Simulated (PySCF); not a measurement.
# A gas-phase reaction: ClFH2Si + H3N → ClH4NSi + FH

Wanted: the reaction energy for `F[SiH2]Cl` + `N` → `N[SiH2]Cl` + `F`.

Programs: PySCF 2.14.0. All values are calculated, for the isolated system unless a continuum is named. Atoms count from 0, parts from 1.

### Step 1. Starting point

Each species was relaxed by itself at GFN2-xTB.

### Step 2. Energies of the species: PBE0-D3(BJ)/def2-TZVPD

Job settings and geometry (Å):

```
{"job": {"kind": "react", "xc": "PBE0", "basis": "def2-TZVPD", "disp": "d3bj"}, "charge": 0, "multiplicity": 1}
-1 ClFH2Si charge 0 multiplicity 1
F     -0.878840     1.232150     0.353480
Si    -0.054900    -0.074710    -0.085030
Cl     1.662740    -0.060850     0.930800
H      0.166070     0.091000    -1.507180
H     -0.895070    -1.187590     0.307930

-1 H3N charge 0 multiplicity 1
N      0.003210    -0.003300     0.274960
H      0.915170    -0.224850    -0.105390
H     -0.655030    -0.679720    -0.092010
H     -0.263360     0.907870    -0.077550

+1 ClH4NSi charge 0 multiplicity 1
N      0.852420    -0.599660     0.229560
Si    -0.448350     0.479250    -0.069570
Cl    -1.071990     0.049900    -1.936000
H      1.360740    -0.548270     1.095520
H      0.814590    -1.549020    -0.104850
H     -1.614550     0.342350     0.806010
H      0.107140     1.825450    -0.020660

+1 FH charge 0 multiplicity 1
F      0.466180    -0.003390     0.006450
H     -0.466180     0.003390    -0.006450
```

With the program's defaults for keys left out, this is: PBE0-D3(BJ)/def2-TZVPD reaction energy of separated species, gas phase.

Run with:

```bash
$ OMP_NUM_THREADS=1 python cluster_run.py task.json out
```

The driver reads the jobs from task.json and runs them one after another.

The program printed:

```text
species 1 (ClFH2Si)
coarse grid: 5576 points
cycle   1  E = -850.4913668507  dE =  1.821e-01  |g| = 5.591e-01  |ddm| = 1.703e+00
cycle   2  E = -850.4146539294  dE =  7.671e-02  |g| = 9.175e-01  |ddm| = 7.395e-01
cycle   3  E = -850.5427431275  dE = -1.281e-01  |g| = 5.141e-02  |ddm| = 4.442e-01
cycle   4  E = -850.5431597346  dE = -4.166e-04  |g| = 2.509e-02  |ddm| = 6.080e-02
cycle   5  E = -850.5432832987  dE = -1.236e-04  |g| = 3.623e-03  |ddm| = 1.992e-02
cycle   6  E = -850.5432858454  dE = -2.547e-06  |g| = 1.150e-03  |ddm| = 3.163e-03
final grid: 46024 points
cycle   7  E = -850.5458224032  dE = -1.897e-05  |g| = 3.542e-03  |ddm| = 1.765e-02
cycle   8  E = -850.5458216422  dE =  7.610e-07  |g| = 3.853e-03  |ddm| = 4.722e-03
cycle   9  E = -850.5458242443  dE = -2.602e-06  |g| = 5.454e-04  |ddm| = 2.640e-03
cycle  10  E = -850.5458242851  dE = -4.075e-08  |g| = 1.330e-04  |ddm| = 2.951e-04
cycle  11  E = -850.5458242886  dE = -3.486e-09  |g| = 3.196e-05  |ddm| = 1.109e-04
cycle  12  E = -850.5458242888  dE = -2.584e-10  |g| = 6.212e-06  |ddm| = 2.271e-05
converged SCF energy = -850.5458242888

species 2 (H3N)
coarse grid: 2928 points
cycle   1  E = -56.4891448148  dE = -9.119e-02  |g| = 3.732e-01  |ddm| = 1.103e+00
cycle   2  E = -56.4627169399  dE =  2.643e-02  |g| = 5.198e-01  |ddm| = 4.426e-01
cycle   3  E = -56.5201353569  dE = -5.742e-02  |g| = 1.544e-02  |ddm| = 2.483e-01
cycle   4  E = -56.5201818865  dE = -4.653e-05  |g| = 3.348e-03  |ddm| = 8.529e-03
cycle   5  E = -56.5201840489  dE = -2.162e-06  |g| = 3.267e-04  |ddm| = 2.219e-03
final grid: 27112 points
cycle   6  E = -56.5150183746  dE = -1.101e-05  |g| = 5.650e-03  |ddm| = 1.632e-02
cycle   7  E = -56.5150129463  dE =  5.428e-06  |g| = 7.703e-03  |ddm| = 5.779e-03
cycle   8  E = -56.5150247414  dE = -1.180e-05  |g| = 1.396e-04  |ddm| = 3.471e-03
cycle   9  E = -56.5150247457  dE = -4.324e-09  |g| = 3.135e-05  |ddm| = 9.315e-05
cycle  10  E = -56.5150247460  dE = -2.862e-10  |g| = 3.606e-06  |ddm| = 2.955e-05
converged SCF energy = -56.5150247460

species 3 (ClH4NSi)
coarse grid: 6792 points
cycle   1  E = -806.5976765673  dE =  1.609e-01  |g| = 4.400e-01  |ddm| = 1.919e+00
cycle   2  E = -806.5658990974  dE =  3.178e-02  |g| = 5.860e-01  |ddm| = 5.956e-01
cycle   3  E = -806.6381416936  dE = -7.224e-02  |g| = 5.142e-02  |ddm| = 3.341e-01
cycle   4  E = -806.6386817977  dE = -5.401e-04  |g| = 2.179e-02  |ddm| = 5.333e-02
cycle   5  E = -806.6387756358  dE = -9.384e-05  |g| = 3.132e-03  |ddm| = 1.809e-02
cycle   6  E = -806.6387776738  dE = -2.038e-06  |g| = 1.280e-03  |ddm| = 3.401e-03
final grid: 56152 points
cycle   7  E = -806.6348968546  dE = -1.640e-05  |g| = 6.020e-03  |ddm| = 2.721e-02
cycle   8  E = -806.6348910563  dE =  5.798e-06  |g| = 7.901e-03  |ddm| = 7.350e-03
cycle   9  E = -806.6349034996  dE = -1.244e-05  |g| = 6.143e-04  |ddm| = 4.330e-03
cycle  10  E = -806.6349035674  dE = -6.780e-08  |g| = 1.508e-04  |ddm| = 4.965e-04
cycle  11  E = -806.6349035730  dE = -5.601e-09  |g| = 3.602e-05  |ddm| = 1.425e-04
cycle  12  E = -806.6349035734  dE = -3.715e-10  |g| = 8.381e-06  |ddm| = 3.084e-05
converged SCF energy = -806.6349035734

species 4 (FH)
coarse grid: 1712 points
cycle   1  E = -100.3533815770  dE = -4.404e-02  |g| = 4.967e-01  |ddm| = 6.215e-01
cycle   2  E = -100.3117989161  dE =  4.158e-02  |g| = 7.532e-01  |ddm| = 5.172e-01
cycle   3  E = -100.3936777546  dE = -8.188e-02  |g| = 2.314e-02  |ddm| = 2.929e-01
cycle   4  E = -100.3937557729  dE = -7.802e-05  |g| = 4.385e-03  |ddm| = 9.953e-03
cycle   5  E = -100.3937579465  dE = -2.174e-06  |g| = 3.667e-04  |ddm| = 1.304e-03
final grid: 16976 points
cycle   6  E = -100.3946971976  dE = -2.001e-05  |g| = 3.719e-03  |ddm| = 7.867e-03
cycle   7  E = -100.3946954766  dE =  1.721e-06  |g| = 5.157e-03  |ddm| = 3.135e-03
cycle   8  E = -100.3946990909  dE = -3.614e-06  |g| = 9.930e-05  |ddm| = 1.889e-03
cycle   9  E = -100.3946990922  dE = -1.276e-09  |g| = 1.879e-05  |ddm| = 3.951e-05
cycle  10  E = -100.3946990922  dE = -5.275e-11  |g| = 3.252e-06  |ddm| = 1.053e-05
converged SCF energy = -100.3946990922

Reaction energy = 18.875 kcal/mol
```

Wall time 4.9 s (1 thread of Intel Xeon 6975P-C, shared host); peak memory 0.53 GiB.

Species by species (with the dispersion term, which the log's SCF energies lack):

```
 ν    species  energy (Eh)  HOMO (eV)
-1  F[SiH2]Cl   -850.54860      -9.43
-1          N    -56.51561      -7.65
+1  N[SiH2]Cl   -806.63934      -7.73
+1          F   -100.39479     -11.80
```

### Step 3. Reaction energy: B3LYP-D4/def2-TZVPD

Same as in step 2 but for these lines:

```diff
@@ -1,2 +1,2 @@
-{"job": {"kind": "react", "xc": "PBE0", "basis": "def2-TZVPD", "disp": "d3bj"}, "charge": 0, "multiplicity": 1}
+{"job": {"kind": "react", "xc": "B3LYP", "basis": "def2-TZVPD", "disp": "d4"}, "charge": 0, "multiplicity": 1}
 -1 ClFH2Si charge 0 multiplicity 1
```

Level: B3LYP-D4/def2-TZVPD reaction energy of separated species, gas phase.

The program printed:

```text
species 1 (ClFH2Si)
coarse grid: 5576 points
cycle   1  E = -850.9007153027  dE =  1.866e-01  |g| = 6.022e-01  |ddm| = 1.725e+00
cycle   2  E = -850.7839257569  dE =  1.168e-01  |g| = 1.077e+00  |ddm| = 8.226e-01
cycle   3  E = -850.9588073791  dE = -1.749e-01  |g| = 6.465e-02  |ddm| = 5.160e-01
cycle   4  E = -850.9594635088  dE = -6.561e-04  |g| = 3.189e-02  |ddm| = 7.476e-02
cycle   5  E = -850.9596591647  dE = -1.957e-04  |g| = 4.684e-03  |ddm| = 2.458e-02
cycle   6  E = -850.9596634587  dE = -4.294e-06  |g| = 1.484e-03  |ddm| = 3.573e-03
final grid: 46024 points
cycle   7  E = -850.9554794912  dE = -1.358e-05  |g| = 2.282e-03  |ddm| = 1.804e-02
cycle   8  E = -850.9554794267  dE =  6.444e-08  |g| = 2.160e-03  |ddm| = 2.548e-03
cycle   9  E = -850.9554801076  dE = -6.809e-07  |g| = 5.736e-04  |ddm| = 1.352e-03
cycle  10  E = -850.9554801498  dE = -4.223e-08  |g| = 1.123e-04  |ddm| = 2.805e-04
cycle  11  E = -850.9554801523  dE = -2.491e-09  |g| = 1.241e-05  |ddm| = 9.393e-05
cycle  12  E = -850.9554801523  dE = -3.627e-11  |g| = 3.401e-06  |ddm| = 1.392e-05
converged SCF energy = -850.9554801523

species 2 (H3N)
coarse grid: 2928 points
cycle   1  E = -56.5545449919  dE = -7.904e-02  |g| = 4.123e-01  |ddm| = 1.107e+00
cycle   2  E = -56.5046380573  dE =  4.991e-02  |g| = 6.360e-01  |ddm| = 5.271e-01
cycle   3  E = -56.5921047895  dE = -8.747e-02  |g| = 1.617e-02  |ddm| = 3.125e-01
cycle   4  E = -56.5921593950  dE = -5.461e-05  |g| = 3.975e-03  |ddm| = 1.122e-02
cycle   5  E = -56.5921624923  dE = -3.097e-06  |g| = 4.078e-04  |ddm| = 2.577e-03
final grid: 27112 points
cycle   6  E = -56.5878124403  dE = -9.536e-06  |g| = 4.448e-03  |ddm| = 1.408e-02
cycle   7  E = -56.5878075949  dE =  4.845e-06  |g| = 6.636e-03  |ddm| = 4.750e-03
cycle   8  E = -56.5878163515  dE = -8.757e-06  |g| = 1.416e-04  |ddm| = 3.040e-03
cycle   9  E = -56.5878163557  dE = -4.185e-09  |g| = 2.916e-05  |ddm| = 8.563e-05
cycle  10  E = -56.5878163559  dE = -2.107e-10  |g| = 2.569e-06  |ddm| = 2.481e-05
converged SCF energy = -56.5878163559

species 3 (ClH4NSi)
coarse grid: 6792 points
cycle   1  E = -806.9709359763  dE =  1.662e-01  |g| = 4.969e-01  |ddm| = 1.907e+00
cycle   2  E = -806.9083193725  dE =  6.262e-02  |g| = 7.300e-01  |ddm| = 6.956e-01
cycle   3  E = -807.0216719695  dE = -1.134e-01  |g| = 6.385e-02  |ddm| = 4.121e-01
cycle   4  E = -807.0225084152  dE = -8.364e-04  |g| = 2.816e-02  |ddm| = 6.673e-02
cycle   5  E = -807.0226637411  dE = -1.553e-04  |g| = 3.875e-03  |ddm| = 2.270e-02
cycle   6  E = -807.0226668796  dE = -3.138e-06  |g| = 1.608e-03  |ddm| = 3.916e-03
final grid: 56152 points
cycle   7  E = -807.0147690871  dE = -1.189e-05  |g| = 4.501e-03  |ddm| = 3.114e-02
cycle   8  E = -807.0147647089  dE =  4.378e-06  |g| = 6.309e-03  |ddm| = 5.492e-03
cycle   9  E = -807.0147726041  dE = -7.895e-06  |g| = 6.352e-04  |ddm| = 3.430e-03
cycle  10  E = -807.0147726810  dE = -7.690e-08  |g| = 1.101e-04  |ddm| = 4.178e-04
cycle  11  E = -807.0147726841  dE = -3.092e-09  |g| = 2.083e-05  |ddm| = 1.150e-04
cycle  12  E = -807.0147726842  dE = -1.069e-10  |g| = 8.708e-06  |ddm| = 2.281e-05
converged SCF energy = -807.0147726842

species 4 (FH)
coarse grid: 1712 points
cycle   1  E = -100.4500853038  dE = -3.068e-02  |g| = 5.255e-01  |ddm| = 6.236e-01
cycle   2  E = -100.3811233575  dE =  6.896e-02  |g| = 8.850e-01  |ddm| = 5.868e-01
cycle   3  E = -100.4945595368  dE = -1.134e-01  |g| = 2.472e-02  |ddm| = 3.481e-01
cycle   4  E = -100.4946521861  dE = -9.265e-05  |g| = 5.138e-03  |ddm| = 1.158e-02
cycle   5  E = -100.4946551798  dE = -2.994e-06  |g| = 5.907e-04  |ddm| = 1.534e-03
final grid: 16976 points
cycle   6  E = -100.4936702604  dE = -2.408e-05  |g| = 2.285e-03  |ddm| = 7.346e-03
cycle   7  E = -100.4936696415  dE =  6.189e-07  |g| = 3.117e-03  |ddm| = 1.919e-03
cycle   8  E = -100.4936709675  dE = -1.326e-06  |g| = 2.335e-04  |ddm| = 1.215e-03
cycle   9  E = -100.4936709739  dE = -6.438e-09  |g| = 1.907e-05  |ddm| = 7.656e-05
cycle  10  E = -100.4936709740  dE = -4.968e-11  |g| = 4.390e-06  |ddm| = 1.058e-05
converged SCF energy = -100.4936709740

Reaction energy = 20.555 kcal/mol
```

Run time: 5 s. Hardware: 1 thread of Intel Xeon 6975P-C, shared host; peak memory 0.56 GiB.

Reaction energy at this level: 20.55 kcal/mol.

### Step 4. Reaction energy: PBE-D3(BJ)/pcseg-1

Same as in step 3 but for these lines:

```diff
@@ -1,2 +1,2 @@
-{"job": {"kind": "react", "xc": "B3LYP", "basis": "def2-TZVPD", "disp": "d4"}, "charge": 0, "multiplicity": 1}
+{"job": {"kind": "react", "xc": "PBE", "basis": "pcseg-1", "disp": "d3bj"}, "charge": 0, "multiplicity": 1}
 -1 ClFH2Si charge 0 multiplicity 1
```

Level: PBE-D3(BJ)/pcseg-1 reaction energy of separated species, gas phase.

The program printed:

```text
species 1 (ClFH2Si)
coarse grid: 5576 points
cycle   1  E = -850.2720387251  dE =  2.156e-01  |g| = 4.984e-01  |ddm| = 2.327e+00
cycle   2  E = -850.1229005405  dE =  1.491e-01  |g| = 1.070e+00  |ddm| = 1.399e+00
cycle   3  E = -850.3182310253  dE = -1.953e-01  |g| = 7.789e-02  |ddm| = 9.366e-01
cycle   4  E = -850.3195997837  dE = -1.369e-03  |g| = 3.303e-02  |ddm| = 1.489e-01
cycle   5  E = -850.3199177270  dE = -3.179e-04  |g| = 5.801e-03  |ddm| = 5.224e-02
cycle   6  E = -850.3199287840  dE = -1.106e-05  |g| = 9.726e-04  |ddm| = 8.370e-03
cycle   7  E = -850.3199289998  dE = -2.158e-07  |g| = 2.266e-04  |ddm| = 1.093e-03
final grid: 46024 points
cycle   8  E = -850.3494120110  dE = -5.307e-06  |g| = 1.526e-03  |ddm| = 8.461e-03
cycle   9  E = -850.3494116594  dE =  3.516e-07  |g| = 2.054e-03  |ddm| = 5.041e-03
cycle  10  E = -850.3494126895  dE = -1.030e-06  |g| = 5.090e-04  |ddm| = 2.561e-03
cycle  11  E = -850.3494127356  dE = -4.602e-08  |g| = 4.963e-05  |ddm| = 4.945e-04
cycle  12  E = -850.3494127361  dE = -5.535e-10  |g| = 1.627e-05  |ddm| = 8.016e-05
converged SCF energy = -850.3494127361

species 2 (H3N)
coarse grid: 2928 points
cycle   1  E = -56.4237331206  dE = -5.094e-02  |g| = 4.373e-01  |ddm| = 1.557e+00
cycle   2  E = -56.3470115074  dE =  7.672e-02  |g| = 7.287e-01  |ddm| = 8.376e-01
cycle   3  E = -56.4655419234  dE = -1.185e-01  |g| = 2.132e-02  |ddm| = 5.443e-01
cycle   4  E = -56.4656427405  dE = -1.008e-04  |g| = 2.855e-03  |ddm| = 2.098e-02
cycle   5  E = -56.4656443695  dE = -1.629e-06  |g| = 3.700e-04  |ddm| = 2.344e-03
final grid: 27112 points
cycle   6  E = -56.4685259117  dE =  4.798e-07  |g| = 9.327e-03  |ddm| = 1.243e-02
cycle   7  E = -56.4684906744  dE =  3.524e-05  |g| = 1.594e-02  |ddm| = 1.682e-02
cycle   8  E = -56.4685442684  dE = -5.359e-05  |g| = 1.080e-04  |ddm| = 1.067e-02
cycle   9  E = -56.4685442708  dE = -2.441e-09  |g| = 1.000e-05  |ddm| = 1.025e-04
cycle  10  E = -56.4685442709  dE = -2.478e-11  |g| = 1.083e-06  |ddm| = 1.029e-05
converged SCF energy = -56.4685442709

species 3 (ClH4NSi)
coarse grid: 6792 points
cycle   1  E = -806.3928888069  dE =  1.878e-01  |g| = 4.879e-01  |ddm| = 2.640e+00
cycle   2  E = -806.2630366512  dE =  1.299e-01  |g| = 8.853e-01  |ddm| = 1.586e+00
cycle   3  E = -806.4454605162  dE = -1.824e-01  |g| = 8.470e-02  |ddm| = 1.180e+00
cycle   4  E = -806.4474282444  dE = -1.968e-03  |g| = 2.744e-02  |ddm| = 1.596e-01
cycle   5  E = -806.4476536808  dE = -2.254e-04  |g| = 6.527e-03  |ddm| = 4.977e-02
cycle   6  E = -806.4476684037  dE = -1.472e-05  |g| = 1.440e-03  |ddm| = 1.102e-02
cycle   7  E = -806.4476690175  dE = -6.138e-07  |g| = 2.280e-04  |ddm| = 2.210e-03
final grid: 56152 points
cycle   8  E = -806.4669638188  dE = -2.886e-07  |g| = 8.766e-03  |ddm| = 1.424e-02
cycle   9  E = -806.4669188787  dE =  4.494e-05  |g| = 1.678e-02  |ddm| = 2.468e-02
cycle  10  E = -806.4669803410  dE = -6.146e-05  |g| = 6.838e-04  |ddm| = 1.706e-02
cycle  11  E = -806.4669804949  dE = -1.539e-07  |g| = 1.078e-04  |ddm| = 1.215e-03
cycle  12  E = -806.4669804981  dE = -3.278e-09  |g| = 1.910e-05  |ddm| = 1.726e-04
cycle  13  E = -806.4669804982  dE = -1.039e-10  |g| = 7.021e-06  |ddm| = 3.635e-05
converged SCF energy = -806.4669804982

species 4 (FH)
coarse grid: 1712 points
cycle   1  E = -100.2679129419  dE = -1.921e-03  |g| = 4.906e-01  |ddm| = 9.838e-01
cycle   2  E = -100.2048693383  dE =  6.304e-02  |g| = 8.156e-01  |ddm| = 6.815e-01
cycle   3  E = -100.3075899664  dE = -1.027e-01  |g| = 1.684e-02  |ddm| = 4.174e-01
cycle   4  E = -100.3076351960  dE = -4.523e-05  |g| = 3.334e-03  |ddm| = 1.118e-02
cycle   5  E = -100.3076368972  dE = -1.701e-06  |g| = 3.560e-04  |ddm| = 1.793e-03
final grid: 16976 points
cycle   6  E = -100.3200014245  dE = -1.215e-05  |g| = 3.902e-03  |ddm| = 9.534e-03
cycle   7  E = -100.3199978532  dE =  3.571e-06  |g| = 6.381e-03  |ddm| = 5.399e-03
cycle   8  E = -100.3200041302  dE = -6.277e-06  |g| = 1.379e-04  |ddm| = 3.157e-03
cycle   9  E = -100.3200041361  dE = -5.839e-09  |g| = 1.636e-05  |ddm| = 1.707e-04
cycle  10  E = -100.3200041361  dE = -4.553e-11  |g| = 1.522e-06  |ddm| = 1.072e-05
converged SCF energy = -100.3200041361

Reaction energy = 18.641 kcal/mol
```

Run time: 3.2 s. Hardware: 1 thread of Intel Xeon 6975P-C, shared host; peak memory 0.35 GiB.

Reaction energy at this level: 18.64 kcal/mol.

### Step 5. Energies of the species: BP86/jun-cc-pV(D+d)Z

Same as in step 4 but for these lines:

```diff
@@ -1,2 +1,2 @@
-{"job": {"kind": "react", "xc": "PBE", "basis": "pcseg-1", "disp": "d3bj"}, "charge": 0, "multiplicity": 1}
+{"job": {"kind": "react", "xc": "BP86", "basis": "jun-cc-pV(D+d)Z", "scf": {"level_shift": 0.1}}, "charge": 0, "multiplicity": 1}
 -1 ClFH2Si charge 0 multiplicity 1
```

Method: BP86/jun-cc-pV(D+d)Z reaction energy of separated species, gas phase.

The program printed:

```text
species 1 (ClFH2Si)
final grid: 46024 points
cycle   1  E = -850.8600866679  dE =  2.427e-01  |g| = 5.446e-01  |ddm| = 1.738e+00
cycle   2  E = -850.7528522350  dE =  1.072e-01  |g| = 1.002e+00  |ddm| = 1.039e+00
cycle   3  E = -850.9144217711  dE = -1.616e-01  |g| = 1.312e-01  |ddm| = 4.996e-01
cycle   4  E = -850.9190026072  dE = -4.581e-03  |g| = 2.194e-02  |ddm| = 1.389e-01
cycle   5  E = -850.9191025391  dE = -9.993e-05  |g| = 3.593e-03  |ddm| = 2.142e-02
cycle   6  E = -850.9191048198  dE = -2.281e-06  |g| = 1.319e-03  |ddm| = 3.799e-03
cycle   7  E = -850.9191051283  dE = -3.085e-07  |g| = 3.663e-04  |ddm| = 9.497e-04
cycle   8  E = -850.9191051547  dE = -2.637e-08  |g| = 5.961e-05  |ddm| = 2.766e-04
cycle   9  E = -850.9191051556  dE = -9.059e-10  |g| = 6.314e-06  |ddm| = 7.497e-05
level shift removed, Fock matrix diagonalised once more
converged SCF energy = -850.9191051556

species 2 (H3N)
final grid: 27112 points
cycle   1  E = -56.5247203720  dE = -5.102e-02  |g| = 4.061e-01  |ddm| = 1.513e+00
cycle   2  E = -56.4877051795  dE =  3.702e-02  |g| = 5.911e-01  |ddm| = 6.347e-01
cycle   3  E = -56.5622847177  dE = -7.458e-02  |g| = 7.691e-02  |ddm| = 2.869e-01
cycle   4  E = -56.5637519309  dE = -1.467e-03  |g| = 7.753e-03  |ddm| = 6.121e-02
cycle   5  E = -56.5637733151  dE = -2.138e-05  |g| = 9.783e-04  |ddm| = 1.195e-02
cycle   6  E = -56.5637738492  dE = -5.341e-07  |g| = 1.404e-04  |ddm| = 3.165e-03
cycle   7  E = -56.5637738794  dE = -3.019e-08  |g| = 4.099e-05  |ddm| = 9.215e-04
cycle   8  E = -56.5637738818  dE = -2.415e-09  |g| = 1.288e-05  |ddm| = 2.812e-04
cycle   9  E = -56.5637738820  dE = -2.016e-10  |g| = 3.755e-06  |ddm| = 7.851e-05
level shift removed, Fock matrix diagonalised once more
converged SCF energy = -56.5637738820

species 3 (ClH4NSi)
final grid: 56152 points
cycle   1  E = -806.9454293024  dE =  2.054e-01  |g| = 4.821e-01  |ddm| = 2.129e+00
cycle   2  E = -806.8933065312  dE =  5.212e-02  |g| = 6.947e-01  |ddm| = 8.540e-01
cycle   3  E = -806.9988804746  dE = -1.056e-01  |g| = 8.673e-02  |ddm| = 3.979e-01
cycle   4  E = -807.0009819162  dE = -2.101e-03  |g| = 2.154e-02  |ddm| = 1.055e-01
cycle   5  E = -807.0010991472  dE = -1.172e-04  |g| = 3.138e-03  |ddm| = 2.224e-02
cycle   6  E = -807.0011014832  dE = -2.336e-06  |g| = 1.306e-03  |ddm| = 4.221e-03
cycle   7  E = -807.0011018602  dE = -3.769e-07  |g| = 3.588e-04  |ddm| = 1.162e-03
cycle   8  E = -807.0011018890  dE = -2.886e-08  |g| = 7.708e-05  |ddm| = 3.080e-04
cycle   9  E = -807.0011018906  dE = -1.523e-09  |g| = 8.308e-06  |ddm| = 9.229e-05
cycle  10  E = -807.0011018906  dE = -2.672e-11  |g| = 3.408e-06  |ddm| = 2.015e-05
level shift removed, Fock matrix diagonalised once more
converged SCF energy = -807.0011018906

species 4 (FH)
final grid: 16976 points
cycle   1  E = -100.4191928848  dE = -2.351e-03  |g| = 4.583e-01  |ddm| = 9.703e-01
cycle   2  E = -100.3715609020  dE =  4.763e-02  |g| = 7.415e-01  |ddm| = 6.845e-01
cycle   3  E = -100.4548372093  dE = -8.328e-02  |g| = 7.621e-02  |ddm| = 3.191e-01
cycle   4  E = -100.4559797786  dE = -1.143e-03  |g| = 4.215e-03  |ddm| = 6.306e-02
cycle   5  E = -100.4559859029  dE = -6.124e-06  |g| = 9.645e-04  |ddm| = 7.725e-03
cycle   6  E = -100.4559860513  dE = -1.484e-07  |g| = 1.123e-04  |ddm| = 8.260e-04
cycle   7  E = -100.4559860533  dE = -1.989e-09  |g| = 4.039e-06  |ddm| = 8.217e-05
cycle   8  E = -100.4559860533  dE = -6.636e-12  |g| = 4.024e-07  |ddm| = 8.340e-06
level shift removed, Fock matrix diagonalised once more
converged SCF energy = -100.4559860533

Reaction energy = 16.184 kcal/mol
```

It took 4.4 s on 1 thread of Intel Xeon 6975P-C, shared host; peak memory 0.35 GiB.

Reaction energy at this level: 16.18 kcal/mol.

### Step 6. Comparing the runs

Energies in kcal/mol, with wall time:

```
                   run  reaction   time
PBE0-D3(BJ)/def2-TZVPD     18.87  4.9 s
   B3LYP-D4/def2-TZVPD     20.55    5 s
    PBE-D3(BJ)/pcseg-1     18.64  3.2 s
  BP86/jun-cc-pV(D+d)Z     16.18  4.4 s
```

### Step 7. Summary of results

```
                                                quantity                    value
                reaction energy (PBE0-D3(BJ)/def2-TZVPD)           18.87 kcal/mol
                     ΔH, ΔG at 298 K (xTB thermal terms)    +17.5, +17.9 kcal/mol
range of the reaction energy over the runs of this table  16.18 to 20.55 kcal/mol
```

The reaction is endothermic by 17.5 kcal/mol in the gas phase; dispersion gives -0.73, and xTB itself gave 27.11 for the electronic energy (xTB energies and thermal terms come from the earlier relaxation of each species, not shown). No barrier was sought. The reaction energy runs from 16.18 (BP86/jun-cc-pV(D+d)Z) to 20.55 kcal/mol (B3LYP-D4/def2-TZVPD). Some runs hold a dispersion term and some don't.
